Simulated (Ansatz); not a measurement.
# quartet LiSi: levels of theory in one basis

```
atom    x (Å)    y (Å)    z (Å)
  Li   0.0472  -0.0157  -1.1746
  Si  -0.0135   0.0098   1.1327
```

Basis set: def2-SVP (spherical functions). Frozen core: 5 orbitals. Correlation on ROHF uses semicanonical orbitals with singles. Charge 0, multiplicity 4.

Computed with Ansatz (development build ahead of 0.2.0); each method stands on the lowest determinant of its kind that the runs found.

```tsv
method	E − E(ROHF) (eV)	<S²> of the determinant
ROHF	0.00	3.75
UHF	-0.01	3.75
ROHF-MP2	-1.58	–
UHF-MP2	-1.57	3.75
```

Q: What does ROHF-CCSD(T) give on the same scale?

A: -2.07 eV.

Q: Is a single determinant a sound starting point here?

A: By this sign, yes. Unrestricted orbitals gain 0.01 eV and <S²> is 3.75 against 3.75 for a pure state.
